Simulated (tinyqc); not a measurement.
Inside a calculation. Method: UKS/BLYP in the sto-3g basis, for BH, spin multiplicity 3. One step of it, computed by the program tinyqc.

Question. Iteration 31 (converged): orbitals. Diagonalise F' = X^T F X, C = X C', fill 4 alpha and 2 beta electrons from the bottom; D(s) = C_occ C_occ^T. Each column has its largest component positive (the first on a tie).

converged F(alpha) (hartree), lower triangle:
```
            1B 1s      1B 2s     1B 2px    1B 2py     1B 2pz      2H 1s
1B 1s   -6.246076
1B 2s   -1.890766  -0.814717
1B 2px   0.000000   0.000000  -0.010039
1B 2py   0.000000   0.000000   0.010206  0.009335
1B 2pz   0.001964  -0.017407   0.000000  0.000000  -0.060519
2H 1s   -0.427368  -0.360287   0.000000  0.000000  -0.218525  -0.225995
```

converged F(beta) (hartree), lower triangle:
```
            1B 1s      1B 2s     1B 2px    1B 2py     1B 2pz      2H 1s
1B 1s   -6.221000
1B 2s   -1.876709  -0.710967
1B 2px   0.000000   0.000000   0.118396
1B 2py   0.000000   0.000000  -0.018666  0.083567
1B 2pz  -0.003374  -0.082243   0.000000  0.000000   0.044784
2H 1s   -0.425102  -0.342249   0.000000  0.000000  -0.213593  -0.202138
```

X, lower triangle:
```
            1B 1s      1B 2s    1B 2px    1B 2py     1B 2pz     2H 1s
1B 1s    1.030294
1B 2s   -0.153652   1.148918
1B 2px   0.000000   0.000000  1.000000
1B 2py   0.000000   0.000000  0.000000  1.000000
1B 2pz  -0.012657   0.122253  0.000000  0.000000   1.124375
2H 1s    0.027727  -0.326034  0.000000  0.000000  -0.333051  1.239799
```

Give: F' = X^T F X; orbital energies; coefficients C; F' = X^T F X; orbital energies; coefficients C; D(alpha) after iteration 31; D(beta) after iteration 31.

Answer.

F' = X^T F X (alpha) (hartree), lower triangle:
```
         1        2        3       4        5       6
1  -6.0723
2  -1.0330  -0.3407
3   0.0000   0.0000  -0.0100
4   0.0000   0.0000   0.0102  0.0093
5  -0.0174   0.0981   0.0000  0.0000   0.0757
6  -0.0546  -0.2450   0.0000  0.0000  -0.2683  0.0272
```

orbital energies (alpha) (hartree): MO1 -6.2543, MO2 -0.3335, MO3 -0.1386, MO4 -0.0144, MO5 0.0137, MO6 0.4162

coefficients C (alpha):
```
            MO1      MO2      MO3      MO4     MO5      MO6
1B 1s    0.9886  -0.2329  -0.1853   0.0000  0.0000   0.1419
1B 2s    0.0421   0.6555   0.7007   0.0000  0.0000  -0.7365
1B 2px   0.0000   0.0000   0.0000   0.9188  0.3947   0.0000
1B 2py   0.0000   0.0000   0.0000  -0.3947  0.9188   0.0000
1B 2pz   0.0043   0.1520  -0.6260   0.0000  0.0000  -0.9875
2H 1s   -0.0102   0.4831  -0.4010   0.0000  0.0000   1.1665
```

F' = X^T F X (beta) (hartree), lower triangle:
```
         1        2        3       4        5       6
1  -6.0478
2  -1.0365  -0.2357
3   0.0000   0.0000   0.1184
4   0.0000   0.0000  -0.0187  0.0836
5  -0.0141   0.0360   0.0000  0.0000   0.1901
6  -0.0548  -0.2412   0.0000  0.0000  -0.2834  0.0539
```

orbital energies (beta) (hartree): MO1 -6.2286, MO2 -0.2927, MO3 0.0083, MO4 0.0755, MO5 0.1265, MO6 0.4735

coefficients C (beta):
```
            MO1      MO2      MO3     MO4      MO5      MO6
1B 1s    0.9891  -0.1986  -0.2291  0.0000   0.0000   0.1255
1B 2s    0.0403   0.5306   0.8524  0.0000   0.0000  -0.6747
1B 2px   0.0000   0.0000   0.0000  0.3986   0.9171   0.0000
1B 2py   0.0000   0.0000   0.0000  0.9171  -0.3986   0.0000
1B 2pz   0.0055   0.2493  -0.5155  0.0000   0.0000  -1.0307
2H 1s   -0.0102   0.5451  -0.4051  0.0000   0.0000   1.1374
```

D(alpha) after iteration 31, lower triangle:
```
          1B 1s    1B 2s   1B 2px  1B 2py  1B 2pz   2H 1s
1B 1s    1.0659
1B 2s   -0.2409   0.9225
1B 2px   0.0000   0.0000   0.8442
1B 2py   0.0000   0.0000  -0.3626  0.1558
1B 2pz   0.0849  -0.3388   0.0000  0.0000  0.4150
2H 1s   -0.0483   0.0353   0.0000  0.0000  0.3244  0.3943
```

D(beta) after iteration 31, lower triangle:
```
          1B 1s   1B 2s  1B 2px  1B 2py  1B 2pz   2H 1s
1B 1s    1.0178
1B 2s   -0.0655  0.2832
1B 2px   0.0000  0.0000  0.0000
1B 2py   0.0000  0.0000  0.0000  0.0000
1B 2pz  -0.0441  0.1325  0.0000  0.0000  0.0622
2H 1s   -0.1183  0.2889  0.0000  0.0000  0.1359  0.2973
```
